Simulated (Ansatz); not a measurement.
We consider rock-salt BaS, described by Hartree–Fock (PAW; Ansatz, a first-principles code).

Run with plane-wave cutoff 460 eV, 8×8×8 k mesh, Fermi–Dirac smearing 0.01 eV, scalar-relativistic PAW data made under PBE.

Properties against volume:

```json
[
 {"V (Å³/atom)": "34.542", "P (GPa)": "2.21", "direct gap at Γ (eV)": "10.513", "smallest gap on the k mesh (eV)": "9.147"},
 {"V (Å³/atom)": "35.669", "P (GPa)": "0.76", "direct gap at Γ (eV)": "10.300", "smallest gap on the k mesh (eV)": "9.163"},
 {"V (Å³/atom)": "36.359", "P (GPa)": "-0.02", "direct gap at Γ (eV)": "10.176", "smallest gap on the k mesh (eV)": "9.169"},
 {"V (Å³/atom)": "37.268", "P (GPa)": "-0.92", "direct gap at Γ (eV)": "10.019", "smallest gap on the k mesh (eV)": "9.173"},
 {"V (Å³/atom)": "38.177", "P (GPa)": "-1.71", "direct gap at Γ (eV)": "9.868", "smallest gap on the k mesh (eV)": "9.174"}
]
```

The fundamental gap (9.17 eV at the equilibrium volume, on the SCF mesh) lies elsewhere than Γ–Γ.

Note: the cell is over a tenth larger than the published one: the level's own overestimate first of all, though another phase or state, or a fault of the published cell, is possible.

Spin–orbit coupling is not included.
